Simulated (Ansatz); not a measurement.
System: cuprite Ag2O. Method: PBEsol-D3(BJ) (plane waves, PAW; Ansatz, a first-principles code).

Run with plane-wave cutoff 520 eV, 8×8×8 k mesh, Fermi–Dirac smearing 0.01 eV, no spin polarisation, scalar-relativistic PAW data made under PBE.

Energies at three volumes about the minimum:

| V (Å³/atom) | E − E_lowest (meV/atom) |
|---|---|
| 16.511 | 2.14 |
| 16.848 | 0.00 |
| 17.185 | 1.93 |

### Question
Fit a parabola by hand: where is the minimum, what lattice constant follows, and what is the bulk modulus?

### Answer
Slopes: (0.00 − 2.14)/(16.848 − 16.511) = -6.350 and (1.93 − 0.00)/(17.185 − 16.848) = 5.727 meV/Å³. Curvature E″ = 2 × (5.727 − (-6.350))/(17.185 − 16.511) = 35.837 meV/Å⁶. From the middle of the first interval, the slope vanishes at V0 = 16.6795 − (-6.350)/35.837 = 16.857 Å³/atom. B = V0 E″ = 16.857 × 35.837 meV/Å³ × 0.1602 GPa per meV/Å³ = 96.8 GPa. With 6 atoms in the cube, a = (6 × 16.857)^(1/3) = 4.659 Å. The full Birch–Murnaghan fit to all volumes gives V0 = 16.850 Å³/atom and B0 = 96.6 GPa.

Measured, for comparison: lattice constant a 4.745 Å (15 K, zero-point motion not removed; as tabulated in Gupta et al. (2014), arXiv:1311.4701).
